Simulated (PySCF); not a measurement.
Functional dependence of a UV spectrum

Species: borane phosphine, BH₆P.
InChI=1S/BH6P/c1-2/h1-2H3

Linear-response calculations in the def2-SVPD basis (PySCF; singlets by full response, triplets Tamm–Dancoff, core orbitals frozen in the response; HF means time-dependent Hartree–Fock). 'Strongest' is the level of largest summed f among the singlets computed (10 roots, of which the last may lack a degenerate partner); it can jump between rows when another state enters that window. S1 is the lowest singlet of each run and needn't be the same state throughout; f(S1) is that of one state. Geometry: PBE0-D3(BJ)/def2-SVP; no solvent, vibrations or thermal averaging.

```
functional                               kind  S1 (eV)  f(S1)  strongest (eV)  T1 (eV)  HOMO (eV)  gap (eV)  ionisation energy, ΔSCF (eV)
       LDA                                LDA     6.53  0.001            7.40     6.44      -7.26      6.51                         10.86
       PBE                                GGA     6.62  0.001            7.46     6.49      -7.24      6.60                         10.82
     B3LYP  global hybrid, 20% exact exchange     7.24  0.001            7.93     7.07      -8.37      8.14                         10.99
      PBE0  global hybrid, 25% exact exchange     7.51  0.003            8.08     7.17      -8.55      8.64                         10.98
 BHandHLYP  global hybrid, 50% exact exchange     8.14  0.005            8.73     7.57      -9.83     10.45                         11.04
 CAM-B3LYP             range-separated hybrid     7.85  0.008            8.28     7.44      -9.97     10.74                         11.08
   wB97X-D             range-separated hybrid     8.04  0.017            8.33     7.54     -10.46     12.19                         11.07
   LC-wPBE             range-separated hybrid     8.53  0.018            8.76     7.62     -11.34     13.19                         11.14
```

Q: What does HF (Hartree–Fock) give?

A: S1 (eV) 9.09, f(S1) 0.022, strongest (eV) 9.74, T1 (eV) 7.89, HOMO (eV) -11.85, gap (eV) 14.00, ionisation energy, ΔSCF (eV) not settled. S1 runs from 6.53 eV (LDA) to 9.09 eV (HF), a spread of 2.56 eV, while the orbital gap spreads over 7.5 eV. Along PBE (0%), B3LYP (20%), PBE0 (25%), BHandHLYP (50%), HF (100%) S1 rises with the share of exact exchange. −ε(HOMO) comes closest to its own ΔSCF ionisation energy with LC-wPBE (+0.20 eV) and misses most with LDA (-3.60 eV). 'Not settled' means that the ion's SCF failed to converge or may have ended in another state than the lowest.
